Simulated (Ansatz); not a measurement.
SiC (P6₃mc, No. 186, 12 atoms in the cell) was calculated with G0W0@PBE (hard PAW, contour deformation; Ansatz, a quantum-chemistry and plane-wave program).

The cell has the measured lattice parameters. Conventional cell: a = 3.0813 Å, b = 3.0813 Å, c = 15.1198 Å, α = 90.00°, β = 90.00°, γ = 120.00°.

The quasiparticle gap at Γ at a fixed k mesh 3×3×1:

| response cutoff | value (eV) |
|---|---|
| 105 eV, 558 empty bands | 6.087 |
| 140 eV, 859 empty bands | 6.147 |
| 175 eV, 1201 empty bands | 6.182 |
| 210 eV, 1578 empty bands | 6.204 |

Q: Taking the value to converge with the response cutoff E as E^(−3/2), extrapolate from the last two rows.

A: With y = y∞ + c/w and weights w = 2315 and 3043 for the last two rows, y∞ = (w2 y2 − w1 y1)/(w2 − w1) = (3043 × 6.204 − 2315 × 6.182)/728 = 6.274 eV, which lies 0.070 beyond the last row. Successive pairs of rows give 6.258, 6.270, 6.274. The limit also hangs on the law assumed, so its last digits aren't firm.

The other settings are not extrapolated, so this is the limit in one setting alone.

At the last cutoff the smallest gap on this mesh is 3.66 eV, with an edge away from Γ.
